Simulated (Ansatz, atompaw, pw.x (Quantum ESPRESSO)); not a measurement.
**From atom to crystal: PAW (atompaw) potential for N (Z = 7)**

N (Z = 7), PAW, made with atompaw 4.2.0.5 (PBEsol, scalar-relativistic). Core [He], reference 2s1 2p4. Waves: 2s (bound): rc 1.15 bohr; 2s channel at 2.05 Ry: rc 1.15 bohr; 2p (bound): rc 2.80 bohr; 2p channel at 1.2 Ry: rc 2.70 bohr; 3d channel at 0.4 Ry: rc 2.80 bohr; 3d channel at 1.5 Ry: rc 2.80 bohr. Local part: troulliermartins scheme with l = 3 at -0.5 Ry, radius 2.65 bohr. Core correction: smooth core density matched at 1.90 bohr. Augmentation charge: sinc compensation charge, radius 2.20 bohr; PAW radius 2.80 bohr; waves and projectors: custom polynom vanderbiltortho.

Atomic tests: cutoffs needed: 12 Ry and 35 Ry (the cutoffs (Ry, on a coarse ladder) from which the occupation-weighted sum of valence levels, in a spherical-Bessel basis at the reference potential, stays within 10 and 1 mRy of its value at 400 Ry); ghost test: no extra level below or beside the all-electron valence levels (s, p, d, f tested) (spherical-Bessel basis up to 400 Ry, 20 bohr box); lowest eigenvalue of the overlap operator: 0.75 (s channel).

Crystal test: bcc N in pw.x 7.5, no spin, 18³ k-points, Fermi–Dirac smearing 0.01 Ry, cutoffs 45/450 Ry. The reference is all-electron LAPW (Ansatz 0.2.0) with the same functional, mesh and smearing; V0 and B0 come from Birch–Murnaghan fits to the pressures at five volumes. Errors are pseudo minus all-electron; Δ is the rms difference of the E(V) curves that follow from these fits, minima aligned, over ±6 % about the mean V0. Mesh and smearing are coarse, so the numbers serve the comparison and aren't converged zero-temperature values; the lattice is a test structure that the element need not adopt. Spin polarisation is left out.

All-electron: a0 = 2.395 Å (V0 = 6.87 Å³/atom), B0 = 214.6 GPa.

**Question.** How far does the potential miss the all-electron equation of state?

**Answer.** mean pressure error (GPa): +29.60. The pressure does not cross zero within the volumes sampled, so no fit is given. The largest radius (2.80 bohr) exceeds half the bond length (1.96 bohr), so the spheres overlap, which is one possible source of error among others. This is a poor potential for the solid.

| V (Å³/atom) | P all-electron (GPa) | P pseudo (GPa) |
| --- | --- | --- |
| 6.552 | 11.27 | 47.48 |
| 6.725 | 4.87 | 37.28 |
| 6.897 | -0.77 | 28.37 |
| 7.069 | -5.74 | 20.58 |
| 7.242 | -10.12 | 13.79 |

**Question.** At the middle volume, how do free energy and pressure move when the wave cutoff is lowered (ecutrho held at 450 Ry)?

**Answer.**

| cutoff (Ry) | shift of F (meV/atom) | shift of P (GPa) |
| --- | --- | --- |
| 20 | +252.3 | -5.49 |
| 27 | +114.1 | -6.49 |
| 36 | +21.1 | -2.42 |

Input at the middle volume:

```
&control
  calculation='scf', prefix='x', pseudo_dir='./', outdir='./tmp', tstress=.true., disk_io='none'
/
&system
  ibrav=0, nat=1, ntyp=1, ecutwfc=45, ecutrho=450, nbnd=9,
  occupations='smearing', smearing='fd', degauss=0.01
/
&electrons
  conv_thr=1e-09, mixing_beta=0.4, electron_maxstep=70
/
ATOMIC_SPECIES
N 1.0 N.UPF
CELL_PARAMETERS angstrom
  -1.19913132 1.19913132 1.19913132
  1.19913132 -1.19913132 1.19913132
  1.19913132 1.19913132 -1.19913132
ATOMIC_POSITIONS crystal
N 0.0000 0.0000 0.0000
K_POINTS automatic
18 18 18 0 0 0
```

```bash
pw.x < N.scf.in > N.scf.out
```

Lines of the output:

```
Message from routine setup:
     using ibrav=0 with symmetry is DISCOURAGED, use correct ibrav instead
     lattice parameter (alat)  =       3.9249  a.u.
     unit-cell volume          =      46.5433 (a.u.)^3
     number of electrons       =         5.00
     number of Kohn-Sham states=            9
     kinetic-energy cutoff     =      45.0000  Ry
     charge density cutoff     =     450.0000  Ry
     scf convergence threshold =      1.0E-09
     Exchange-correlation= SLA PW PSX PSC
     number of k points=   195  Fermi-Dirac smearing, width (Ry)=  0.0100
     iteration #  1     ecut=    45.00 Ry     beta= 0.40
     total energy              =     -27.47266401 Ry
     estimated scf accuracy    <       0.01074661 Ry
     iteration #  2     ecut=    45.00 Ry     beta= 0.40
     total energy              =     -27.47555026 Ry
     estimated scf accuracy    <       0.00434104 Ry
     iteration #  3     ecut=    45.00 Ry     beta= 0.40
     total energy              =     -27.47609428 Ry
     estimated scf accuracy    <       0.00002353 Ry
     iteration #  4     ecut=    45.00 Ry     beta= 0.40
     total energy              =     -27.47612173 Ry
     estimated scf accuracy    <       0.00000427 Ry
     iteration #  5     ecut=    45.00 Ry     beta= 0.40
     total energy              =     -27.47611985 Ry
     estimated scf accuracy    <       0.00000094 Ry
     iteration #  6     ecut=    45.00 Ry     beta= 0.40
     total energy              =     -27.47612070 Ry
     estimated scf accuracy    <          5.8E-09 Ry
     iteration #  7     ecut=    45.00 Ry     beta= 0.40
     the Fermi energy is     9.8488 ev
!    total energy              =     -27.47612070 Ry
     estimated scf accuracy    <          2.3E-10 Ry
     smearing contrib. (-TS)   =      -0.00231860 Ry
     The total energy is F=E-TS. E is the sum of the following terms:
     one-electron contribution =       3.91910864 Ry
     hartree contribution      =       1.37846190 Ry
     xc contribution           =      -4.59803442 Ry
     ewald contribution        =     -20.07494274 Ry
     one-center paw contrib.   =      -8.09839548 Ry
     convergence has been achieved in   7 iterations
          total   stress  (Ry/bohr**3)                   (kbar)     P=      283.70
     Message from routine punch:
     Nothing written, as per user request (disk_io='none')
```

The run at the middle volume (195 k-points, 7 iterations) took about 5.2 s on one core of a shared host (Intel(R) Xeon(R) 6975P-C, 192 threads, 378 GiB, load 11).
